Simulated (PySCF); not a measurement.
**Orbital picture of MgB⁺**

M06 at R = 2.603 Å; Mg cc-pVDZ, B cc-pVDZ; no relativity (PySCF 2.14). State: ¹Σ⁺ (singlet), closed shell. Only the outer orbitals are listed, counted within each symmetry.

```tsv
orbital	occ.	ε (eV)	on Mg (%)	main shells (%)
1π	2	-58.38	100	100 Mg p
1π	2	-58.38	100	100 Mg p
4σ	2	-58.33	100	100 Mg p
5σ	2	-16.93	7	90 B s
6σ	2	-11.51	57	56 Mg s, 35 B p, 9 B s
7σ	0	-8.22	60	40 B p, 36 Mg s, 24 Mg p
2π	0	-8.04	13	86 B p, 12 Mg p
2π	0	-8.04	13	86 B p, 12 Mg p
```

Which are the highest filled and the lowest empty level, where do they sit, and how wide is the gap?

Highest filled 6σ at -11.51 eV (in %: 56 Mg s, 35 B p, 9 B s); lowest empty 7σ at -8.22 eV (in %: 40 B p, 36 Mg s, 24 Mg p); the gap at M06 is 3.29 eV.

| Quantity | Value |
| --- | --- |
| bond order (Mayer) | 0.96 |
| ⟨S²⟩ | 0.000 |
| charge on Mg (Mulliken, basis-dependent) | 0.72 |
| charge on Mg (Löwdin, basis-dependent) | 0.77 |
| dipole moment (positive dipole points towards B; it is taken about the centre of mass and depends on that origin) | -1.47 D |
